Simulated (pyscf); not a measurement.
## Four-centre exchange: O=Si(Cl)–Cl + H₂O → O=Si(OH)–Cl + HCl

Gas phase, singlet surface, charge 0. Bonds broken: Si2–Cl3, O5–H6. Bonds formed: Si2–O5, Cl3–H6. Structures and frequencies: ωB97X-D3(BJ)/def2-SVP in PySCF. Correlated levels are frozen-core, on RHF or UHF. ΔMP2 is the change of the MP2 total energy from the triple- to the quadruple-zeta basis.

Transition state (Å):

```xyz
7

O     -0.7393     0.0571     1.8606
Si    -1.2146     0.1972     0.4218
Cl    -1.1077    -1.7962    -0.8648
Cl    -2.9863     0.9159    -0.2439
O     -0.0667     0.6187    -0.8185
H     -0.2524    -0.6899    -1.2381
H      0.7987     0.8694    -0.4578
```

One imaginary mode, 803i cm⁻¹; descent along it reached the two sides named, in the forms told below.

```tsv
bond	change	reactant side (Å)	saddle	product side
Si2–Cl3	breaks	2.061	2.375	2.9
O5–H6	breaks	0.972	1.387	2.8
Si2–O5	forms	1.949	1.742	1.642
Cl3–H6	forms	2.8	1.447	1.287
```

Electronic energies relative to the separated reactants (kcal/mol):

```tsv
level	barrier	reaction energy	reverse barrier
ωB97X-D3(BJ)/def2-TZVP	-1.1	-4.8	3.7
PBE/def2-TZVP	-3.8	-4.9	1.1
r²SCAN/def2-TZVP	-4.8	-6.4	1.6
B3LYP-D3(BJ)/def2-TZVP	-1.3	-6.4	5.1
PBE0-D3(BJ)/def2-TZVP	-3.8	-5.2	1.4
M06-2X/def2-TZVP	-3.5	-7.9	4.4
ωB97M-D3(BJ)/def2-TZVP	-1.6	-6.9	5.3
HF/def2-TZVP	11.1	-9.8	20.8
MP2/def2-QZVPP	-0.5	-5.2	4.7
CCSD/def2-TZVPP	2.7	-7.4	10.2
CCSD(T)/def2-TZVPP	0.9	-6.7	7.6
CCSD(T)/def2-TZVPP + ΔMP2(QZVPP)	1.0	-6.0	7.0
```

With CCSD(T)/def2-TZVPP + ΔMP2(QZVPP) energies and thermal terms (ideal gas, 1 atm, RRHO with modes under 100 cm⁻¹ raised to 100, one conformer, R ln 2 for rigid chiral ones), in kcal/mol:

```csv
T (K),ΔH‡,ΔG‡,ΔH,ΔG
298,-1.0,9.9,-7.3,-7.0
600,-0.9,21.1,-7.1,-6.8
900,-0.2,31.9,-6.7,-6.7
1200,0.7,42.5,-6.2,-6.8
```

On the reactant side the descent ends in an adduct with a O–Si contact, 25.5 kcal/mol under the separated species and 24.5 kcal/mol under the saddle at ωB97X-D3(BJ)/def2-TZVP. On the product side the descent ends in a complex, 6.0 kcal/mol under the separated species and 9.8 kcal/mol under the saddle at ωB97X-D3(BJ)/def2-TZVP. At ωB97X-D3(BJ), PBE, r²SCAN, B3LYP-D3(BJ), PBE0-D3(BJ), M06-2X, ωB97M-D3(BJ), MP2 the saddle lies under the separated reactants, which points to a path from their complex (located at ωB97X-D3(BJ) alone). What is counted as formed (O–Si) is already present as a longer contact in the reactant adduct; forming that adduct is a step of its own. One saddle was located; it need not be the lowest between these sides. The CCSD(T) − MP2 part came from Ansatz, without density fitting, on the same reference.
